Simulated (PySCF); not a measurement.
# Aluminium: a sound run and one with changed settings

Sound run: Al [Ne] 3s2 3p1, Al⁺ [Ne] 3s2. Computed with PySCF 2.14 in def2-TZVP (5s5p2d1f, 37 functions), with the non-relativistic Hamiltonian (point nucleus). In the sound run the correlated levels freeze [Ne]. The sound run starts from symmetry-adapted Hartree-Fock orbitals and uses a fine grid where one is needed.

Changed run: initial guess 1e, at most 50 SCF cycles, level shift 0.5 hartree.

```csv
species,method,sound run (hartree),changed run (hartree),converged
Al,UHF,-241.87435,-241.87435,yes
Al,B3LYP,-242.38758,-242.38758,yes
Al,MN15,-242.26043,-242.26043,yes
Al,MP2,-241.90934,-241.89371,yes
Al,CCSD(T),-241.92584,-241.92584,yes
Al⁺,UHF,-241.66873,-241.66873,yes
Al⁺,B3LYP,-242.16660,-242.16660,yes
Al⁺,MN15,-242.05153,-242.05153,yes
Al⁺,MP2,-241.69600,-241.68381,yes
Al⁺,CCSD(T),-241.70808,-241.70808,yes
```

Ionisation energy of Al:

```
 method  sound run (eV)  changed run (eV)
    UHF           5.595             5.595
  B3LYP           6.013             6.013
   MN15           5.684             5.684
    MP2           5.805             5.712
SCS-MP2           5.789             5.703
   CCSD           5.895             5.895
CCSD(T)           5.925             5.925
```

A level shift leaves the converged SCF energy unchanged but raises the virtual orbital energies, which shrinks MP2 if it is not removed.

For comparison, NIST gives 5.986 eV between the lowest levels.
